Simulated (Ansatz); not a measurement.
**A saddle search, step by step**

SiH2O, closed shell, PBE0-D4/def2-SVP (Ansatz 0.2.0). Settings; a guess of the unstable mode was typed too, and convergence needs a confirmed negative curvature besides the force tolerance:

```yaml
hamiltonian: {xc: pbe0, dispersion: d4}
saddle:
  f_tol: 0.05
  max_steps: 40
```

Start:

```xyz
4
angstrom
H -1.3428 0.1217 0.1259
O -0.4415 -0.1251 -1.0608
Si 0.2267 0.0887 0.3270
H 1.5738 -0.1059 0.6282
```

```json
{"step": "1", "energy less the last (meV)": "254.5", "largest force component (eV/Å)": "3.020"}
{"step": "2", "energy less the last (meV)": "50.7", "largest force component (eV/Å)": "1.286"}
{"step": "3", "energy less the last (meV)": "-8.8", "largest force component (eV/Å)": "1.091"}
{"step": "4", "energy less the last (meV)": "3.1", "largest force component (eV/Å)": "0.191"}
{"step": "5", "energy less the last (meV)": "2.1", "largest force component (eV/Å)": "0.110"}
{"step": "6", "energy less the last (meV)": "1.0", "largest force component (eV/Å)": "0.031"}
{"step": "7", "energy less the last (meV)": "0.1", "largest force component (eV/Å)": "0.031"}
{"step": "8", "energy less the last (meV)": "0.0", "largest force component (eV/Å)": "0.002"}
```

Step 5, positions (Å) and forces (eV/Å):

```
atom       x       y       z      Fx      Fy      Fz
  H1  -1.342   0.130   0.118  -0.073   0.014  -0.044
  O2  -0.453  -0.131  -1.092   0.011   0.019   0.110
 Si3   0.162   0.089   0.365  -0.048  -0.036  -0.087
  H4   1.649  -0.109   0.630   0.110   0.003   0.021
```

Step 6, positions (Å) and forces (eV/Å):

| atom | x | y | z | Fx | Fy | Fz |
| --- | --- | --- | --- | --- | --- | --- |
| H1 | -1.347 | 0.134 | 0.116 | 0.002 | 0.010 | -0.031 |
| O2 | -0.455 | -0.131 | -1.092 | -0.012 | 0.003 | 0.017 |
| Si3 | 0.161 | 0.083 | 0.363 | -0.009 | -0.024 | 0.022 |
| H4 | 1.656 | -0.106 | 0.633 | 0.019 | 0.011 | -0.009 |

Step 7, positions (Å) and forces (eV/Å):

```json
{"atom": "H1", "x": "-1.348", "y": "0.150", "z": "0.114", "Fx": "0.016", "Fy": "0.002", "Fz": "-0.006"}
{"atom": "O2", "x": "-0.453", "y": "-0.131", "z": "-1.093", "Fx": "-0.005", "Fy": "0.003", "Fz": "0.012"}
{"atom": "Si3", "x": "0.156", "y": "0.050", "z": "0.369", "Fx": "0.020", "Fy": "-0.012", "Fz": "-0.002"}
{"atom": "H4", "x": "1.661", "y": "-0.090", "z": "0.630", "Fx": "-0.031", "Fy": "0.008", "Fz": "-0.004"}
```

Last step (8):

```json
{"atom": "H1", "x (Å)": "-1.3462", "y (Å)": "0.1566", "z (Å)": "0.1130"}
{"atom": "O2", "x (Å)": "-0.4536", "y (Å)": "-0.1313", "z (Å)": "-1.0925"}
{"atom": "Si3", "x (Å)": "0.1557", "y (Å)": "0.0377", "z (Å)": "0.3706"}
{"atom": "H4", "x (Å)": "1.6603", "y (Å)": "-0.0836", "z (Å)": "0.6293"}
```

The run took about 18 s on 2 CPU threads of an Intel Xeon Platinum 8488C (shared host).
